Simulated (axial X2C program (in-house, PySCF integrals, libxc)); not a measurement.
Low determinants of AlN⁻ at the PBE0 level, two-component

Computed with an in-house relativistic program for diatomic molecules. Two-component (2c) means X2C with spin–orbit coupling and atomic mean-field two-electron Coulomb and Gaunt terms. Basis: Al dyall-av3z [9s9p3d2f], N dyall-av3z [7s7p3d2f] (cores contracted in-house); Gaussian nuclei, density fitting, unrestricted open shells. Masses: Al 26.982 u, N 14.003 u.

Search at 1.730 Å (vertical energies from the lowest determinant):

```
ΔE (eV)    state  electrons beyond evenly filled partner blocks  electrons in ±ω = 1/2, 3/2, 5/2, 7/2
   0.00  Ω = 1/2                                        ω = 1/2                              17 4 0 0
   0.10  Ω = 3/2                                        ω = 3/2                              18 3 0 0
   1.87  Ω = 7/2                           ω = 1/2, 2 × ω = 3/2                              17 4 0 0
   1.88  Ω = 3/2                                        ω = 3/2                              16 5 0 0
   2.11  Ω = 1/2                          2 × ω = -1/2, ω = 3/2                              18 3 0 0
   2.11  Ω = 5/2                          ω = -1/2, 2 × ω = 3/2                              17 4 0 0
   2.13  Ω = 5/2                           2 × ω = 1/2, ω = 3/2                              18 3 0 0
```

Lowest determinant, Ω = 1/2 (⟨Sz⟩ = 0.50, ⟨Lz⟩ = 0.00 at PBE0): Re = 1.714 Å, ωe = 893.2 cm⁻¹.

The determinant in row 2 of the search, Ω = 3/2 (⟨Sz⟩ = 0.50, ⟨Lz⟩ = 1.00 at PBE0), was followed along the bond at PBE0; measured from the minimum of the lowest determinant it gives:

Te = 0.066 eV (532 cm⁻¹), Re = 1.785 Å, ωe = 814.3 cm⁻¹.

(1) Compare the bond of the determinant in row 2 with that of the lowest one.

The search compares states at one distance, so a state with another bond length can lie lower; it is not exhaustive and yields mostly the lowest determinant of each block pattern, so other components and higher states of one pattern are missing. These are energies of single determinants, not of spin-adapted states; PBE0 term energies can be off by some tenths of an eV, and the functional has no current term. The lowest determinant need not be the ground state where others lie within half an eV. For an anion, determinants above electron detachment are held by the basis set. The highest occupied level of some functionals is positive through self-interaction error; at Hartree–Fock it is bound.

Results:

(1) At PBE0 its Re is 0.071 Å longer and its force constant, which goes as ωe², is 0.83 times that of the lowest determinant. T0 ≈ Te + Δωe/2 = 532 + (-39) = 493 cm⁻¹.
